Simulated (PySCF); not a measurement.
Disulfur monoxide, OS2, SMILES O=S=S, point group Cs.

Level: PBE0/pcSseg-2 in PySCF (density fitting, grid level 2); geometry and Hessian at that level, cubic constants and property derivatives from steps of ±0.6 along each species' dimensionless normal coordinates, second-order vibrational perturbation theory. The parent has the commonest isotopes.

Equilibrium geometry in the parent's principal axes a, b, c (Å):

| atom | a | b | c |
| --- | --- | --- | --- |
| O1 | -1.56 | -0.56 | 0.00 |
| S2 | -0.50 | 0.44 | 0.00 |
| S3 | 1.28 | -0.17 | 0.00 |

Ground-state constants (MHz). Parent: 41764.6, 5082.3, 4523.9. A species with one ³⁴S: 40490.0, 5057.5, 4488.9.

Question: Which position carries the label?

Answer: Moments I = 505379/B are 12.1007, 99.4396, 111.7130 and 12.4816, 99.9263, 112.5834 u Å². With M = 79.9391 u and Δm = 1.9958 u, μ = MΔm/(M + Δm) = 1.9472 u. Kraitchman's equations give |a|, |b|, |c| = 0.500, 0.444, 0.027i Å. That is S2, whose equilibrium values are 0.501, 0.444, 0.000 Å. An imaginary value marks an atom near a principal plane, where vibrational terms outweigh the coordinate.
